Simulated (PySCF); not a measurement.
Unrelated species, one level of theory. Theory: TDDFT CAM-B3LYP/def2-SVPD, vertical, gas phase, core orbitals frozen in the response in PySCF. Geometries: GFN2-xTB; one conformer of each isolated species. Triplets are in the Tamm–Dancoff approximation.

Question: Rank by computed HOMO energy, highest first.
A. `C(n1nncc1)C` (C4H7N3)
B. `C[C@H](Cl)[C@@H](C)F` (C4H8ClF)
C. `C#CC` (C3H4)
D. `C=C(C=O)[SiH2]SC` (C4H8OSSi)
E. `F[SiH2]C([SiH3])[SiH3]` (CH9FSi3)
F. `Cc1cnnn1C` (C4H7N3)
G. `FC([SiH3])([SiH3])[SiH3]` (CH9FSi3)

Answer: D (-7.99 eV), F (-8.54 eV), A (-8.89 eV), C (-9.13 eV), G (-9.68 eV), B (-10.01 eV), E (-10.15 eV).

```
                  SMILES  HOMO (eV)  gap (eV)  f (S1)  LUMO (eV)  α (au)  T1 (eV)         S1 mainly
        C=C(C=O)[SiH2]SC      -7.99      6.92   0.002      -1.07    99.2     3.33       H-1→L (77%)
               Cc1cnnn1C      -8.54      9.49   0.008       0.95    65.9     4.66     H-1→L+1 (93%)
               CCn1ccnn1      -8.89      9.84   0.006       0.94    65.6     4.75       H-1→L (61%)
                    C#CC      -9.13     10.51   0.000       1.38    34.9     5.54  H-1/H→L+3 (≥47%)
FC([SiH3])([SiH3])[SiH3]      -9.68     10.50   0.021       0.81    94.0     6.36    H-1/H→L (≥44%)
    C[C@H](Cl)[C@@H](C)F     -10.01     11.37   0.002       1.35    64.1     6.76         H→L (65%)
  F[SiH2]C([SiH3])[SiH3]     -10.15     10.85   0.054       0.70    90.6     7.17         H→L (90%)
```

H and L stand for HOMO and LUMO. A slash joins orbitals within 0.01 eV of each other, whose weights are summed (≥ marks a lower bound).

- `C=C(C=O)[SiH2]SC`: Löwdin shares by element: HOMO sulfur 69%, carbon 10% or more, silicon 7%; LUMO carbon 66% or more, oxygen 21%.
- `Cc1cnnn1C`: Löwdin shares by element: HOMO carbon 51% or more, nitrogen 30% or more (atoms not listed hold the other 18%); LUMO carbon 41% or more, hydrogen 17% or more (atoms not listed hold the other 42%).
- `CCn1ccnn1`: Löwdin shares by element: HOMO carbon 53% or more, nitrogen 33% or more; LUMO nitrogen 27% or more, carbon 26% or more (atoms not listed hold the other 47%).
- `C#CC`: Löwdin shares by element: HOMO (one of a set within 0.03 eV) carbon 90%, hydrogen 4% or more; LUMO carbon 70%, hydrogen 9% or more (atoms not listed hold the other 21%).
- `FC([SiH3])([SiH3])[SiH3]`: Löwdin shares by element: HOMO (one of a set within 0.03 eV) carbon 33%, silicon 25% or more, fluorine 20% (atoms not listed hold the other 22%); LUMO silicon 46%, carbon 10% (atoms not listed hold the other 44%).
- `C[C@H](Cl)[C@@H](C)F`: Löwdin shares by element: HOMO chlorine 67%, carbon 21% or more; LUMO chlorine 42%, carbon 30% or more (atoms not listed hold the other 28%).
- `F[SiH2]C([SiH3])[SiH3]`: Löwdin shares by element: HOMO silicon 36%, carbon 32% (atoms not listed hold the other 32%); LUMO silicon 47%, carbon 11% (atoms not listed hold the other 42%).
